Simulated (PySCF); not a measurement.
**SiC⁺: frontier orbitals**

PBE0 at R = 1.820 Å; basis Si def2-TZVP, C def2-TZVP; no relativity; PySCF 2.14. State: ⁴Σ⁻ (quartet), unpaired electrons σ ↑, π ↑↑. Only the outer orbitals are listed, counted within each symmetry.

```
spin  orbital  occ.  ε (eV)  on Si (%)           main shells (%)
   α       5σ     1  -26.65         33   63 C s, 22 Si s, 9 Si p
   α       6σ     1  -19.39         54   53 Si s, 24 C s, 22 C p
   α       2π     1  -15.66         28           71 C p, 24 Si p
   α       2π     1  -15.66         28           71 C p, 24 Si p
   α       7σ     1  -15.52         55  42 C p, 33 Si p, 21 Si s
   α       3π     0   -9.35         79           77 Si p, 21 C p
   α       3π     0   -9.35         79           77 Si p, 21 C p
   β       5σ     1  -23.42         44           48 C s, 35 Si s
   β       6σ     1  -16.89         75  60 Si s, 25 C s, 14 Si p
   β       2π     0  -10.96         64           62 Si p, 35 C p
   β       2π     0  -10.96         64           62 Si p, 35 C p
   β       7σ     0  -10.43         30   49 C p, 27 Si p, 21 C s
```

Question: Which are the highest filled and the lowest empty level, where do they sit, and how wide is the gap?

Answer: Highest filled α 7σ at -15.52 eV (in %: 42 C p, 33 Si p, 21 Si s); lowest empty β 2π at -10.96 eV (in %: 62 Si p, 35 C p); the gap at PBE0 is 4.56 eV.

```json
{"bond order (Mayer)": "1.64", "⟨S²⟩": "3.752", "charge on Si (Mulliken, basis-dependent)": "0.82", "charge on Si (Löwdin, basis-dependent)": "0.88", "dipole moment (positive dipole points towards C; it is taken about the centre of mass and depends on that origin)": "-1.11 D", "polarisability along the bond": "43.1 bohr³", "polarisability across the bond": "22.6 bohr³"}
```

The state was picked by a PBE0 search and need not be the measured ground state.
